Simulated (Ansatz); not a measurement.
Constitutional and geometric isomers with formula C3H4. All species are isolated molecules in the gas phase. Strings in code marks are SMILES.

Quantity: electronic energy of isomers of C3H4 relative to `C#CC`, in kcal/mol.

Case: `C=C=C`. Geometry of `C(=C)=C` (neutral, multiplicity 1, Å):

```xyz
7

C      1.2992    -0.0142     0.0020
C      0.0000    -0.0001     0.0000
C     -1.2992     0.0141    -0.0020
H      1.8554    -0.5699    -0.7456
H      1.8649     0.5295     0.7514
H     -1.8692    -0.7281     0.5469
H     -1.8510     0.7687    -0.5527
```

Estimate the electronic energy of isomers of C3H4 relative to `C#CC` that frozen-core CCSD(T)/cc-pVQZ // PBE0-D3(BJ)/def2-TZVP (Ansatz, a quantum-chemistry and plane-wave program) returns for this input.

1.34 kcal/mol.
